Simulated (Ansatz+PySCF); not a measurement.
**singlet F2: levels of theory in one basis**

```xyz
2

F     0.0000    0.0000   -1.1012
F     0.0000    0.0000    1.1012
```

Basis set: STO-3G (spherical functions). Correlated methods keep 2 orbitals frozen. Charge 0, multiplicity 1.

Computed with Ansatz (development build ahead of 0.2.0) and PySCF 2.14.0; each method stands on the lowest determinant of its kind that the runs found.

```tsv
method	E − E(RHF) (eV)	<S²> of the determinant
RHF	0.00	–
UHF	-8.22	0.99
UHF-MP2	-8.22	0.99
RHF-CCSD	-8.32	–
RHF-CCSD(T)	-8.32	–
full CI (lowest root of this spin)	-8.32	–
```

Question: What does RHF-MP2 give on the same scale?

Answer: -5.96 eV.

At such a shape the full CI root can have another spatial symmetry than the determinants, so the rows needn't describe one state.

Question: Is a single determinant a sound starting point here?

Answer: It is doubtful. Unrestricted orbitals lower Hartree–Fock by 8.22 eV and <S²> is 0.99 where a pure state has 0.00, a sign of strong static correlation.

Caution for RHF, RHF-MP2, RHF-CCSD, RHF-CCSD(T): an unrestricted determinant lies well below. Caution for UHF, UHF-MP2: the unrestricted determinant is a mixture of spin states; the determinant may break the point group. Caution for RHF-MP2, UHF-MP2, RHF-CCSD: large amplitudes, a single reference is doubtful. Caution for RHF-CCSD(T): very large amplitudes, the method is breaking down; the amplitudes may be one of several solutions.
